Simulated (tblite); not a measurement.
Species: C3H4N (doublet state).
Numbering: `[CH2:1]=[CH:2][CH:3]=[N:4]` (hydrogens: H5, H6 on C1; H7 on C2; H8 on C3)

The geometry is computed with GFN2-xTB (gas phase). This method treats the open shell by occupation alone, without spin polarisation.

List the bond lengths, angles and torsions at this level.

| bond | length (Å) |
| --- | --- |
| C1=C2 | 1.324 |
| C2–C3 | 1.470 |
| C3=N4 | 1.225 |
| C1–H5 | 1.077 |
| C1–H6 | 1.078 |
| C2–H7 | 1.080 |
| C3–H8 | 1.102 |

A selection of angles:
| angle | degrees |
| --- | --- |
| C2–C1–H5 | 121.4 |
| C2–C1–H6 | 122.3 |
| H5–C1–H6 | 116.3 |
| C1–C2–C3 | 122.9 |
| C1–C2–H7 | 122.2 |
| C3–C2–H7 | 115.0 |
| C2–C3–N4 | 127.3 |
| C2–C3–H8 | 112.5 |
| N4–C3–H8 | 120.2 |

Dihedral angles: C1–C2–C3–N4 180° (antiperiplanar).

Of the pairs four or more bonds apart, H6···H8 is among the closest relative to their van der Waals radii: 2.41 Å, 100 % of the sum of Bondi's values. The 4 heavy atoms lie in one plane (0.001 Å rms). The C–C distances run from 1.324 Å (C1=C2, drawn double) to 1.470 Å (C2–C3, drawn single), a spread of 0.146 Å. C3 (carbon bonded to C, N and H) is planar (angles 127.3°, 120.2° and 112.5°, sum 360.0°, 0.00 Å off the plane of its three neighbours). C1 (carbon bonded to C and 2 H) is planar (angles 122.3°, 121.4° and 116.3°, sum 360.0°, 0.00 Å off the plane of its three neighbours). C2 (carbon bonded to 2 C and H) is planar (angles 122.9°, 122.2° and 115.0°, sum 360.0°, 0.00 Å off the plane of its three neighbours).

Point group: Cs (tolerance 0.08 Å). Its GFN2-xTB frequencies are all real (lowest 122 cm⁻¹).

The run took under 0.1 s wall on an Arm Neoverse V2 with one thread, no GPU, shared host with 96 logical CPUs at a one-minute load of 45. These figures are those of the optimisation.

One conformer stands for the species.
